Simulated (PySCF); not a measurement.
# Proton affinity of pyridazine, site by site

Parent: `c1ccnnc1` (C4H4N2). Non-hydrogen atoms are numbered in `[cH:1]1[cH:2][cH:3][n:4][n:5][cH:6]1`. These are map numbers, not IUPAC locants.

Level of theory: TPSS-D3(BJ)/def2-TZVP single points in PySCF, grid level 4; every species was optimised with PBE0-D3(BJ)/def2-SVP. SCF options: diis space 4. Zero-point and thermal terms (298.15 K, 1 bar) come from unscaled PBE0-D3(BJ)/def2-SVP harmonic frequencies, with soft modes damped to free rotors in the entropy.

```
                       site       product  PA / kJ/mol  GB / kJ/mol
N4 (pyridine-type nitrogen)  c1cc[nH+]nc1          929          899
```

PA is −ΔH and GB is −ΔG of B + H⁺ → BH⁺ in the gas phase. Sites whose products fell apart, merged with another or lost in a GFN2-xTB screen aren't listed.

Measured values (NIST Chemistry WebBook, evaluated or the median of agreeing entries): proton affinity (−ΔH) 907 kJ/mol (computed 929, difference 22); gas-phase basicity (−ΔG) 877 kJ/mol (computed 899, difference 22).

Hardware: 1 thread of Arm Neoverse V2, shared with other jobs. Command: `OMP_NUM_THREADS=1 python redox_run.py task.json out`. The single points of this level: 2.5 min.
